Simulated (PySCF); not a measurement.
# H2Si: the cost of one run

Computed with PySCF 2.14.0. Level: levels as typed in each script, gas phase, geometry from GFN2-xTB.

### Step 1. Where the work starts

3 atoms, charge 0, spin multiplicity 1.

Bond lengths: Si1–H2 1.485 Å, Si1–H3 1.485 Å. Angles: H2–Si1–H3 97.0°.

Coordinates:

```xyz
3
H2Si
Si    0.0000   -0.1230    0.0000
H     1.1126    0.8608    0.0000
H    -1.1125    0.8609    0.0000
```

### Step 2. Response to an electric field (PBE/def2-svpd)

input.py reads:

```python
import numpy as np
from pyscf import gto, scf, dft
from pyscf.scf import atom_ks, atom_hf
from scipy.linalg import block_diag

def solve(mol, dm0=None, hcore=None):
    mf = (dft.UKS if mol.spin else dft.RKS)(mol, xc='pbe')
    mf.grids.level = 3
    mf = mf.density_fit(auxbasis='def2-universal-jkfit')
    mf.conv_tol, mf.max_cycle = 1e-8, 80
    if hcore is not None:
        mf.get_hcore = lambda *args: hcore
    mf.kernel(dm0)
    if not mf.converged:
        mf = mf.newton().run(mf.mo_coeff, mf.mo_occ, max_cycle=30)
    assert mf.converged, 'SCF not converged'
    return mf

mol = gto.M(atom='''
Si    -0.00001    -0.12298     0.00000
H      1.11261     0.86080     0.00000
H     -1.11251     0.86088     0.00000
''', basis='def2-svpd', charge=0, spin=0, verbose=4)
field = np.array([-0.0, -0.008, -0.0])  # atomic units
mol.set_common_orig(mol.atom_charges() @ mol.atom_coords() / mol.atom_charges().sum())
mf = solve(mol)
out = dict(dm0=mf.make_rdm1(), d0=mf.dip_moment(unit='AU'), e0=mf.e_tot)
for name, sign in (('p', 1), ('m', -1)):
    h = mf.get_hcore() + sign * np.einsum('x,xij->ij', field, mol.intor('int1e_r'))
    mi = solve(mol, mf.make_rdm1(), h)
    out.update({'dm' + name: mi.make_rdm1(), 'd' + name: mi.dip_moment(unit='AU'), 'e' + name: mi.e_tot})
# spherically averaged free atoms, for the promolecule
atm = atom_ks.get_atm_nrks(mol, xc='pbe')
pro = block_diag(*[(atm[a[0]][2] * atm[a[0]][3]) @ atm[a[0]][2].T for a in mol._atom])
np.savez('result.npz', pro=pro, **out)
```

On the command line:

```
> OMP_NUM_THREADS=1 python input.py
```

What time and memory should one allow on 1 thread of Intel Xeon Platinum 8375C at 2.90GHz (Ice Lake), shared host?

About 5.6 s, with a peak of 0.17 GiB.
